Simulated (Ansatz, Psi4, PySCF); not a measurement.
Molecule: methanol, CH₄O (charge 0, singlet). SMILES: CO
Geometry: optimised at B3LYP-D3(BJ)/def2-TZVP (Ansatz, a program for electronic structure).

PBE/6-31G* beside other levels, property by property. Conventions: 6-31G* and kin with 6d, 5d where marked; each state is the SCF solution reached for its charge and spin; non-relativistic; atomisation electronic, to ground-state atoms; dispersion terms only where a functional's name holds one; valence correlation only; no spin-orbit coupling; UHF or UKS for open shells. CBS(X,Y): correlation extrapolated as X^-3; Hartree-Fock from the larger set. The bracket is a focal-point correction in the basis named. Ab initio and DFT rows: single points at B3LYP-D3(BJ) geometries (Ansatz), with unscaled harmonic terms from B3LYP/6-31G* at its own minima, enthalpies of formation by atomisation with measured atoms. Sets without +, aug- or the D of def2-TZVPD hold no diffuse functions, which anions need. Levels can end on unlike triplets.

Measured values: Active Thermochemical Tables 1.112 (ions: stationary electron), as tabulated in the package chemicals; Active Thermochemical Tables 1.112 (ions: stationary electron), as tabulated in the package chemicals; G2/97 table in ASE (Curtiss et al.); NIST CCCBDB, as tabulated in the package chemicals; they hold spin-orbit and core effects, anharmonicity. Coupled cluster (Ansatz) is a level with limits of its own, used here on species with T1 under 0.025 (0.045 for open shells) and stable references: (a) RI-MP2/CBS(aug-cc-pVTZ,aug-cc-pVQZ)+[CCSD(T)-MP2]/aug-cc-pVTZ; (b) RI-MP2/CBS(cc-pVTZ,cc-pVQZ)+[CCSD(T)-MP2]/cc-pVTZ; (c) CCSD(T)/CBS(cc-pVTZ,cc-pVQZ).

```json
[
 {"property": "C-H bond dissociation enthalpy at 298 K, to [CH2]O (CH3O) + H atom (kcal/mol)", "PBE/6-31G* (Ansatz)": "92.4", "B3LYP/STO-3G (Ansatz)": "115.8", "M06-2X/6-31G* (5d) (PySCF)": "96.5", "wB97X-D/6-31G* (Psi4)": "95.3", "to compare with": "96.2 measured"},
 {"property": "vertical triplet-singlet gap, E(triplet) - E(singlet) (eV)", "PBE/6-31G* (Ansatz)": "7.19", "B3LYP/STO-3G (Ansatz)": "9.73", "M06-2X/6-31G* (5d) (PySCF)": "7.78", "wB97X-D/6-31G* (Psi4)": "7.74", "to compare with": "6.77 coupled cluster (a)"},
 {"property": "proton affinity at O (heteroatom site), enthalpy at 298 K, to C[OH2+] (kcal/mol)", "PBE/6-31G* (Ansatz)": "181.3", "B3LYP/STO-3G (Ansatz)": "230.4", "M06-2X/6-31G* (5d) (PySCF)": "180.5", "wB97X-D/6-31G* (Psi4)": "183.6", "to compare with": "180.5 coupled cluster (b)"},
 {"property": "atomisation energy (kcal/mol)", "PBE/6-31G* (Ansatz)": "515.9", "B3LYP/STO-3G (Ansatz)": "573.3", "M06-2X/6-31G* (5d) (PySCF)": "506.9", "wB97X-D/6-31G* (Psi4)": "507.1", "to compare with": "512.5 coupled cluster (c)"},
 {"property": "deprotonation enthalpy (H-O bond) at 298 K, to C[O-] + H+ (kcal/mol)", "PBE/6-31G* (Ansatz)": "390.7", "B3LYP/STO-3G (Ansatz)": "502.2", "M06-2X/6-31G* (5d) (PySCF)": "394.1", "wB97X-D/6-31G* (Psi4)": "395.9", "to compare with": "382.2 coupled cluster (a)"},
 {"property": "size of the dipole moment (D)", "PBE/6-31G* (Ansatz)": "1.62", "B3LYP/STO-3G (Ansatz)": "1.37", "M06-2X/6-31G* (5d) (PySCF)": "1.76", "wB97X-D/6-31G* (Psi4)": "1.76", "to compare with": "1.70 measured"},
 {"property": "enthalpy of formation at 298 K (kcal/mol)", "PBE/6-31G* (Ansatz)": "-50.7", "B3LYP/STO-3G (Ansatz)": "-108.2", "M06-2X/6-31G* (5d) (PySCF)": "-41.8", "wB97X-D/6-31G* (Psi4)": "-42.0", "to compare with": "-48.0 measured"},
 {"property": "H-O bond dissociation enthalpy at 298 K, to C[O] (CH3O) + H atom (kcal/mol)", "PBE/6-31G* (Ansatz)": "94.2", "B3LYP/STO-3G (Ansatz)": "102.3", "M06-2X/6-31G* (5d) (PySCF)": "98.2", "wB97X-D/6-31G* (Psi4)": "96.8", "to compare with": "104.2 measured"}
]
```

As the rows show:
- C-H bond dissociation enthalpy at 298 K, to [CH2]O (CH3O) + H atom: PBE/6-31G* lies 3.8 kcal/mol below the measured value.
- vertical triplet-singlet gap, E(triplet) - E(singlet): PBE/6-31G* lies 0.42 eV above coupled cluster.
- proton affinity at O (heteroatom site), enthalpy at 298 K, to C[OH2+]: PBE/6-31G* lies 0.8 kcal/mol above coupled cluster.
- atomisation energy: PBE/6-31G* lies 3.4 kcal/mol above coupled cluster.
- deprotonation enthalpy (H-O bond) at 298 K, to C[O-] + H+: PBE/6-31G* lies 8.5 kcal/mol above coupled cluster.
- size of the dipole moment: PBE/6-31G* lies 0.08 D below the measured value.
- enthalpy of formation at 298 K: PBE/6-31G* lies 2.7 kcal/mol below the measured value.
- H-O bond dissociation enthalpy at 298 K, to C[O] (CH3O) + H atom: PBE/6-31G* lies 10.0 kcal/mol below the measured value.

The properties are those with a value to compare with, at most eight drawn at random. No case is left out for the size of its miss. Left out are saddle points of the reference geometry, anions that the best level run finds unbound, excited spin states, species near biochemistry, cases with under five habitual levels, runs that failed or whose electronic state is in doubt, and table entries that another table contradicts.
